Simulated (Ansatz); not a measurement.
# AlLiH (quartet): from Hartree-Fock to the top rungs, def2-QZVPP

One table from this session's results is given with a row withheld; the runs are named, their logs left out.

Program: Ansatz 0.2.0, Gaussian basis. Level of theory: def2-QZVPP, core rule «outside noble gas», up to 6 orbitals frozen. These are calculated values, not measurements.

To be run: UHF; ROHF; CCSD(T) on UHF.

2 further runs of the same task are left out: 2 set aside as unsound or not needed.

**The geometry**

The geometry is a PBE0/def2-TZVP stationary point (not a proven minimum) of the parent state, kept for this charge and spin.

3 atoms, charge 0, spin multiplicity 4.

Atoms are counted from 1 here; the program's logs count them from 0.

Bond lengths: Al1–H3 1.629 Å.

The first run:

The input, in.yaml:

```yaml
crystal:
  periodic: [false, false, false]
  atoms:
    - {symbol: Al, position_ang: [0.000000, -0.083176, 0.486397]}
    - {symbol: Li, position_ang: [0.000000, 0.177408, -2.137393]}
    - {symbol: H, position_ang: [0.000000, 1.004847, 1.698425]}
basis:
  gaussian: {orbitals: "def2-QZVPP.json"}
magnetization: {spin_polarized: true, initial_magnetization: 3}
hamiltonian: {xc: hf}
output: {orbitals: {seedname: orbitals}}
```

Command:

```sh
ansatz run in.yaml --threads 1 --pin off --events-out ev --progress --plain --max-ram 2393MiB
```

Steps of the session up to this table: UHF; ROHF; CCSD(T) on UHF.

One table of the session follows, with a row left open; its other results are not shown here.

| method | from UCCSD(T) (kJ/mol) |
| --- | --- |
| ROHF | +195.2 |
| UHF | +193.5 |
| UMP2 | ? |
| UCCSD | +7.2 |
| UCCSD(T) | 0 |

**Question.** Estimate the row for UMP2.

The run gave: from UCCSD(T) (kJ/mol): +50.0. In the column «from UCCSD(T) (kJ/mol)» it lies between UCCSD (+7.2) and UHF (+193.5).
